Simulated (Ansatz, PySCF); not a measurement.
Molecule: C4H10, net charge 0, singlet state. 
Structure (B3LYP-D3(BJ)/def2-TZVP (Ansatz, a first-principles code) minimum search):
```xyz
14

C      0.6994     1.8273     0.0005
C      0.7016     0.3014     0.0009
C     -0.7016    -0.3014    -0.0009
C     -0.6994    -1.8273    -0.0005
H      1.7140     2.2299     0.0018
H     -1.7140    -2.2299    -0.0018
H      0.1846     2.2193     0.8812
H      0.1869     2.2190    -0.8816
H     -0.1869    -2.2190     0.8816
H     -0.1846    -2.2193    -0.8812
H      1.2502    -0.0651    -0.8732
H      1.2478    -0.0648     0.8765
H     -1.2478     0.0648    -0.8765
H     -1.2502     0.0651     0.8732
```


Wanted: enthalpy of formation at 298 K (from the atomisation energy, B3LYP-D3(BJ)/def2-TZVP harmonic zero-point and thermal terms from PySCF, and the atoms' enthalpies of formation in the G2/97 table; no spin-orbit terms, and no core term in the frozen-core levels), in kcal/mol. Correlated levels leave the core frozen unless marked. Open shells are spin-unrestricted. Spin-orbit coupling is left out. No relativistic terms. The coupled-cluster limit lacks core correlation, which all-electron functionals hold. CBS marks a two-point X^-3 extrapolation of the correlation energy; Hartree-Fock from the larger set. [CCSD(T)-MP2]/basis is that difference in the basis named.

Measured: -30.1 kcal/mol (Active Thermochemical Tables 1.112 (ions: stationary electron), as tabulated in the package chemicals); it holds spin-orbit and relativistic effects, and any other conformers, which these rows lack, and core correlation, which the frozen-core levels lack.

Question: Rank these levels by their absolute error against the measured value, smallest first: SVWN5/def2-TZVPD (Ansatz); CCSD/6-31G* (Ansatz); CCSD/aug-cc-pVDZ (Ansatz); MP2/6-31G (Ansatz); RI-MP2/CBS(cc-pVTZ,cc-pVQZ)+[CCSD(T)-MP2]/cc-pVTZ (Ansatz).

Answer: RI-MP2/CBS(cc-pVTZ,cc-pVQZ)+[CCSD(T)-MP2]/cc-pVTZ (-29.5 kcal/mol, error 0.6), CCSD/aug-cc-pVDZ (54.8 kcal/mol, error 84.9), CCSD/6-31G* (84.5 kcal/mol, error 114.6), SVWN5/def2-TZVPD (-188.6 kcal/mol, error -158.5), MP2/6-31G (131.8 kcal/mol, error 161.9)
